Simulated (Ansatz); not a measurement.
Reaction (substitution at a C–C bond): `CCC(O)S` + `CC(N)N` → `CNC(C)N` + `CC(O)S`

Calculated with Ansatz (gas phase, PBE0-D4/def2-TZVP geometries, no zero-point term in ΔE). CCSD(T)/CBS is the MP2 limit (def2-TZVPP, def2-QZVPP) plus CCSD(T) − MP2 in def2-TZVPP, frozen cores. Each species was taken in one conformer, which may not be the lowest.

`CCC(O)S`:

Cartesian coordinates in Å:
```
C -0.801 1.528 0.256
C -0.543 0.288 -0.583
C 0.526 -0.603 0.018
O 0.115 -0.961 1.309
S 0.771 -2.047 -1.080
H -1.571 2.150 -0.204
H 0.105 2.134 0.350
H -1.131 1.260 1.260
H -1.462 -0.299 -0.681
H -0.227 0.565 -1.592
H 1.484 -0.069 0.046
H 0.692 -1.656 1.636
H 2.044 -2.290 -0.732
```

`CC(N)N`:

Cartesian coordinates in Å:
```
C -1.169 0.441 0.015
C 0.186 -0.173 -0.304
N 0.546 -1.315 0.515
N 1.217 0.822 -0.084
H -1.391 1.286 -0.644
H -1.964 -0.298 -0.112
H -1.180 0.800 1.047
H 0.160 -0.542 -1.343
H 0.540 -1.039 1.492
H -0.124 -2.065 0.398
H 2.120 0.436 -0.332
H 1.056 1.646 -0.649
```

`CNC(C)N`:

Cartesian coordinates in Å:
```
C -1.805 0.830 0.370
N -0.378 0.896 0.135
C 0.225 -0.370 -0.213
C 1.621 -0.119 -0.765
N 0.188 -1.214 0.967
H -1.998 0.151 1.201
H -2.378 0.466 -0.499
H -2.179 1.819 0.640
H -0.169 1.579 -0.581
H -0.365 -0.903 -0.983
H 2.114 -1.064 -0.999
H 1.592 0.479 -1.681
H 2.223 0.415 -0.025
H 0.520 -2.145 0.752
H 0.790 -0.820 1.682
```

`CC(O)S`:

Z-matrix (Å, degrees):
```
C
C 1 1.514
H 1 1.090 2 111.0
H 1 1.096 2 110.3 3 119.9
H 1 1.092 2 110.2 3 -120.6
O 2 1.410 1 111.8 3 -179.7
S 2 1.805 1 113.0 3 57.3
H 2 1.099 1 109.7 3 -56.7
H 6 0.963 2 107.9 1 49.3
H 7 1.344 2 95.9 1 55.5
```

Is it downhill or uphill in electronic energy at CCSD(T)/CBS, and by how much? (An estimate is asked.)

Computed: Uphill: ΔE = +9.3 kcal/mol.

What do these levels give: CCSD/def2-TZVPP, HF/def2-QZVPP, MP2/def2-QZVPP, HF/CBS(def2), MP2/CBS(def2), CCSD/CBS(def2)? (Estimate.)

Ansatz gave: CCSD/def2-TZVPP 8.8, HF/def2-QZVPP 8.4, MP2/def2-QZVPP 9.5, HF/CBS(def2) 8.4, MP2/CBS(def2) 9.7, CCSD/CBS(def2) 9.3 kcal/mol.

Largest T1 diagnostic among the species: 0.010.
